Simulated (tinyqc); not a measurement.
UHF in the sto-3g basis, for LiH+, spin multiplicity 2, step by step. One step of it, computed by the program tinyqc.

Problem. Iteration 2: DIIS coefficients. Solve [B -1; -1 0][c; lambda] = [0; -1] for the coefficients, which sum to one.

B (overlaps of the stored error matrices):
```
               1              2
1  5.4123564e+00  1.3286385e+00
2  1.3286385e+00  3.6115205e-01
```

Give: DIIS coefficients.

Solution.

DIIS coefficients: -0.310  1.310
